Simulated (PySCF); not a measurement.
Compound: BH₅OSi.
Z-matrix (Å and degrees, PBE0-D3(BJ)/def2-SVP geometry), rows numbered from 1:
```
B 
O   1  1.3467
Si  2  1.6825  1  132.78
H   1  1.2169  2  120.19  3    -0.37
H   1  1.2112  2  118.05  3   179.47
H   3  1.4883  2  107.84  1  -119.49
H   3  1.4880  2  107.77  1   121.70
H   3  1.4925  2  109.95  1     1.06
```

Computed with MP2 and CCSD/aug-cc-pVDZ in PySCF, restricted Hartree–Fock reference, 7 core orbitals frozen, non-relativistic, gas phase, PBE0-D3(BJ)/def2-SVP geometry.

E(HF) = -391.46348 Eh.

Q: How large is the problem?

A: 118 basis functions and 32 electrons; 7 orbitals frozen, which leaves o = 9 correlated occupied and v = 102 virtual orbitals. That is o·v = 918 singles and o·v(o·v + 1)/2 = 421821 distinct closed-shell doubles amplitudes before symmetry; the costliest CCSD step grows as o²v⁴ = 8.8 × 10^9.

Q: What are the MP2 and CCSD correlation energies?

A: MP2 -0.3925 Eh and CCSD -0.4331 Eh, which gives totals of -391.85600 and -391.89657 Eh. That is 0.655 eV for each correlated electron at CCSD (1137 kJ/mol in all, 0.111 % of the total energy); MP2 gives 90.6 % of the CCSD value.

Q: What is the T1 diagnostic?

A: 0.0140, below the customary warning level of 0.02. It is the norm of the spatial-orbital singles amplitudes over the root of the number of correlated electrons, so the norm is 0.059.

Q: How does correlation change the dipole moment?

A: HF gives 1.09 D and CCSD (unrelaxed density) 1.17 D, a change of +0.08 D; the two vectors are 10° apart.

No triples correction and no basis-set extrapolation were made.

The job also held the EOM ionisation and excitation roots. On one thread of an Intel Xeon Platinum 8488C, no GPU, on a shared host, this took 5.7 min and 1.8 GiB of memory at its peak.

One conformer stands for the species.
